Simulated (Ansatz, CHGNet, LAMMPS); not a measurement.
How well does each level of theory give the lattice constant a of bcc V?

Reference value: 3.021 Å (measured, static lattice: zero-point anharmonic expansion removed; as tabulated in Mejia-Rodriguez and Trickey (2018), arXiv:1807.09216).

```
level (code)              value (Å)
-----------------------  ----------
ReaxFF V_O_C_H (LAMMPS)       2.976
CHGNet 0.3.0 (CHGNet)         2.996
LDA (Ansatz)             (withheld)
BLYP (Ansatz)            (withheld)
PBE (Ansatz)                  2.997
revPBE (Ansatz)               3.014
PBE-D3(BJ) (Ansatz)      (withheld)
PBE-D4 (Ansatz)               2.978
r²SCAN (Ansatz)          (withheld)
r²SCAN+rVV10 (Ansatz)         2.975
HSE06 (Ansatz)                2.962
PBE0 (Ansatz)                 2.962
```

What belongs in the gaps?


- LDA (Ansatz, a first-principles code), value (Å): 2.926
- BLYP (Ansatz), value (Å): 3.025
- PBE-D3(BJ) (Ansatz), value (Å): 2.952
- r²SCAN (Ansatz), value (Å): 2.982

Errors against the reference: ReaxFF V_O_C_H -1.49 %, CHGNet 0.3.0 -0.83 %, LDA -3.14 %, BLYP +0.13 %, PBE -0.79 %, revPBE -0.23 %, PBE-D3(BJ) -2.28 %, PBE-D4 -1.42 %, r²SCAN -1.29 %, r²SCAN+rVV10 -1.52 %, HSE06 -1.95 %, PBE0 -1.95 %.

Leaving aside ReaxFF V_O_C_H, which can be fitted to such values or carry a doubt: Nearest, and too close to rank with a margin of 0.10 % (twice that across the reference) picked here for doubts on the reference and the settings: BLYP (+0.13 %), revPBE (-0.23 %). LDA (-3.14 %) lies farthest from it. Within 1 %: CHGNet 0.3.0, BLYP, PBE, revPBE.

The crystal itself was run without spin with LDA, BLYP, PBE, revPBE, PBE-D3(BJ), PBE-D4, r²SCAN, r²SCAN+rVV10, HSE06, PBE0. Cutoffs and k meshes differ between the levels. Ansatz's density-functional and Hartree–Fock values are scalar-relativistic unless marked +SOC, with PAW data made under PBE.

Empirical potentials (ReaxFF V_O_C_H) are fitted to chosen data, which need not cover the solid at hand: agreement can be built in, and what lay outside the fit can be far off. Machine-learned potentials (CHGNet 0.3.0) are trained on DFT data, which may include these solids.

Differences are worked out from the printed values.
